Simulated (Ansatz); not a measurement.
Grey tin (α-Sn), treated with r²SCAN-D4 (plane waves, PAW; Ansatz, a first-principles code).

Settings: plane-wave cutoff 560 eV, 10×10×10 k mesh, Fermi–Dirac smearing 0.01 eV, scalar-relativistic PAW data made under PBE.

The volume scan:

| V (Å³/atom) | E − E_lowest (meV/atom) | P (GPa) |
|---|---|---|
| 32.918 | 19.68 | 3.19 |
| 33.618 | 8.38 | 2.00 |
| 34.318 | 2.01 | 0.94 |
| 35.019 | 0.00 | 0.00 |
| 35.719 | 1.88 | -0.84 |
| 36.419 | 7.19 | -1.58 |
| 37.120 | 15.53 | -2.23 |

Question: Estimate the bulk modulus from the pressures at 34.318 and 35.719 Å³/atom, and compare it with a fit to all energies.

Answer: B = −V dP/dV. Between V = 34.318 and 35.719 Å³/atom, dP/dV = (-0.84 − (0.94))/(35.719 − 34.318) = -1.27 GPa per Å³/atom; at the midpoint 35.019 Å³/atom this gives B ≈ 44.5 GPa. The third-order Birch–Murnaghan fit gives V0 = 35.016 Å³/atom, B0 = 44.3 GPa, B′ = 5.0, which lies within 1 % of that estimate.

Measured, for comparison: bulk modulus 42.8 GPa (0 K value with the zero-point phonon effect removed; as tabulated in Mejia-Rodriguez and Trickey (2018), arXiv:1807.09216); equilibrium volume per atom 33.97 Å³/atom (static lattice: zero-point anharmonic expansion removed; as tabulated in Mejia-Rodriguez and Trickey (2018), arXiv:1807.09216). Computed (rounded) less measured: bulk modulus +4 %, equilibrium volume per atom +3.1 %.

Spin–orbit coupling is not included; it can open a gap where bands touch, and shift volumes and moduli.

The computed numbers hold no vibrational or temperature effects.

Cost on a shared machine: around 40 core-seconds (rough).
